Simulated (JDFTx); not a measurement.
An input for a modified build of JDFTx (N2H4 (built from hydrazine), charge -1, multiplicity 2, CANDLE, water, 2 M NaF; bohr, hartree) and the course of its log:

```
lattice \
  22.2042819644 0.0000000000 0.0000000000 \
  0.0000000000 19.8421243086 0.0000000000 \
  0.0000000000 0.0000000000 19.3696927774
coords-type Cartesian
ion N -1.2843087277 -0.4059599807 0.6754277664 0
ion N 1.2842367261 0.4058869010 0.6754104579 0
ion H -2.3840819190 1.1333944038 1.0020974458 0
ion H -1.8278359744 -1.1931544007 -1.0020694304 0
ion H 2.3840819190 -1.1333820017 1.0020412218 0
ion H 1.8276404936 1.1931544007 -1.0020974458 0
ion-species pseudo/n_pbe_v1.2.upf
ion-species pseudo/h_pbe_v1.4.upf
elec-cutoff 20 100
elec-ex-corr gga-PBE
symmetries none
elec-n-bands 8
spintype z-spin
elec-initial-magnetization 1 yes
elec-initial-charge +1
electronic-scf nIterations 100 energyDiffThreshold 1e-8
fluid LinearPCM
pcm-variant CANDLE
fluid-solvent H2O
fluid-cation Na+ 2
fluid-anion F- 2
fluid-minimize nIterations 400 knormThreshold 1e-11
dump-name s0.$VAR
dump End State Ecomponents EigStats BandEigs Forces ElecDensity IonicPositions FluidDebug
```

```
[one cycle in 5 is shown, and the last three; fluid-solver lines are left out]
SCF: Cycle:  0   Etot: -22.340616388721113   dEtot: -1.332e-02   |Residual|: 2.492e-02   |deigs|: 2.698e-03
SCF: Cycle:  5   Etot: -22.341147265119513   dEtot: +3.397e-03   |Residual|: 1.855e-02   |deigs|: 1.732e-03
SCF: Cycle: 10   Etot: -22.344073029025164   dEtot: -2.317e-03   |Residual|: 1.189e-02   |deigs|: 6.182e-03
SCF: Cycle: 15   Etot: -22.356453041576028   dEtot: -2.175e-03   |Residual|: 2.036e-02   |deigs|: 4.144e-03
SCF: Cycle: 20   Etot: -22.345634888627352   dEtot: +3.031e-04   |Residual|: 1.013e-02   |deigs|: 1.050e-03
SCF: Cycle: 25   Etot: -22.351361903697388   dEtot: -1.282e-03   |Residual|: 1.123e-02   |deigs|: 5.680e-04
SCF: Cycle: 30   Etot: -22.346737534450344   dEtot: -2.717e-03   |Residual|: 7.160e-03   |deigs|: 1.012e-03
SCF: Cycle: 35   Etot: -22.344471013365094   dEtot: +1.748e-03   |Residual|: 6.344e-03   |deigs|: 6.374e-04
SCF: Cycle: 40   Etot: -22.343388315614870   dEtot: +1.139e-03   |Residual|: 6.496e-03   |deigs|: 2.960e-04
SCF: Cycle: 45   Etot: -22.344314798199527   dEtot: -1.615e-04   |Residual|: 3.837e-03   |deigs|: 1.392e-04
SCF: Cycle: 50   Etot: -22.344676178060464   dEtot: +2.556e-04   |Residual|: 3.541e-03   |deigs|: 1.724e-04
SCF: Cycle: 55   Etot: -22.344505126697875   dEtot: -2.070e-05   |Residual|: 3.513e-03   |deigs|: 1.046e-04
SCF: Cycle: 60   Etot: -22.344587877489602   dEtot: -7.691e-05   |Residual|: 2.925e-03   |deigs|: 1.270e-04
SCF: Cycle: 65   Etot: -22.344609253052482   dEtot: +2.808e-05   |Residual|: 2.783e-03   |deigs|: 7.139e-05
SCF: Cycle: 70   Etot: -22.344768839602480   dEtot: -4.637e-05   |Residual|: 2.609e-03   |deigs|: 1.091e-04
SCF: Cycle: 75   Etot: -22.345153217046651   dEtot: -7.277e-05   |Residual|: 1.746e-03   |deigs|: 4.982e-04
SCF: Cycle: 80   Etot: -22.345796086240789   dEtot: -1.016e-04   |Residual|: 1.384e-03   |deigs|: 3.913e-04
SCF: Cycle: 85   Etot: -22.345975454188196   dEtot: -2.643e-05   |Residual|: 1.058e-03   |deigs|: 1.742e-04
SCF: Cycle: 90   Etot: -22.345987057734884   dEtot: +1.086e-05   |Residual|: 9.760e-04   |deigs|: 8.396e-05
SCF: Cycle: 95   Etot: -22.346052101308558   dEtot: +1.300e-05   |Residual|: 7.863e-04   |deigs|: 1.034e-04
SCF: Cycle: 97   Etot: -22.346062558076436   dEtot: -6.455e-06   |Residual|: 7.333e-04   |deigs|: 6.483e-05
SCF: Cycle: 98   Etot: -22.346065953907658   dEtot: -3.396e-06   |Residual|: 7.345e-04   |deigs|: 8.176e-05
SCF: Cycle: 99   Etot: -22.346068239728421   dEtot: -2.286e-06   |Residual|: 7.363e-04   |deigs|: 6.509e-05
SCF: None of the convergence criteria satisfied after 100 iterations.
IonicMinimize: Iter:   0  Etot: -22.346068239728421  |grad|_K:  0.000e+00
IonicMinimize: Converged (|grad|_K<1.000000e-04).
```

This run gave no converged result. The electronic loop ended without meeting its threshold, so the last energy, chemical potential and forces aren't results.
